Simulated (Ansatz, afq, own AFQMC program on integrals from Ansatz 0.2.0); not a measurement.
**AlNH3, quartet in cc-pVTZ, levels against CCSDT(Q)**

```xyz
5

Al   -1.0683    0.0000    0.0000
H    -1.8612    1.3734    0.0000
H    -1.8612   -1.3734    0.0000
H     1.0137    0.0000    0.0000
N     2.2527    0.0000    0.0000
```

Connectivity, by distances: AlH2 ··· NH.

Basis cc-pVTZ. Noble-gas cores (and the filled d shells of Ga–Kr and In–Xe) are frozen. Ansatz 0.2.0 and our own AFQMC program on the same integrals; the CISD trial comes from CCSD amplitudes, and released means the phaseless constraint is let go. Error bars are statistical, one sigma.

Determinant: UHF, the one that the program's search chose, which needn't be the lowest solution. The geometry is a point of a scan.

No full CI on the walks' own integrals is used here; CCSDT(Q) serves as the reference and is uncertain by about the last step of the cluster series.

Cautions: lower spins were not checked; unrestricted determinant slightly spin contaminated (⟨S²⟩ 3.81 against 3.75); the released energies are still falling, so no released level is given (meV from the phaseless value at times in 1/Eh: -13 ± 4 at 0.24, -14 ± 5 at 0.51, -17 ± 4 at 0.99, -21 ± 7 at 1.62, -30 ± 9 at 2.40), though the last usable value meets CCSDT(Q) within the noise.

The T1 diagnostic is 0.0188. The weight of the determinant in the CISD state is 0.883, the ⟨S²⟩ of the determinant is 3.811 and the size of the correlated space is 11 electrons in 100 orbitals.

```json
{"level": "MP2", "correlation energy (eV)": "-5.7522"}
{"level": "CCSD", "correlation energy (eV)": "-6.8675"}
{"level": "CCSD(T)", "correlation energy (eV)": "-7.0525"}
```

Estimate where phaseless AFQMC with a CISD trial lies against CCSD(T) on the same integrals.

2.0 ± 0.4 kJ/mol below CCSD(T).

Reference: CCSDT(Q), correlation energy -7.092 eV.

```tsv
level	E − E(reference) (kJ/mol)	share of correlation (%)
CCSD(T)	3.8	99.44
CCSDT	0.7	99.90
ph-AFQMC/CISD	1.9 ± 0.4	99.73
```

A walk keeps the symmetry of its determinant, which the program's search chose and which needn't be the lowest solution, so a lower state of the same spin and another symmetry isn't excluded.
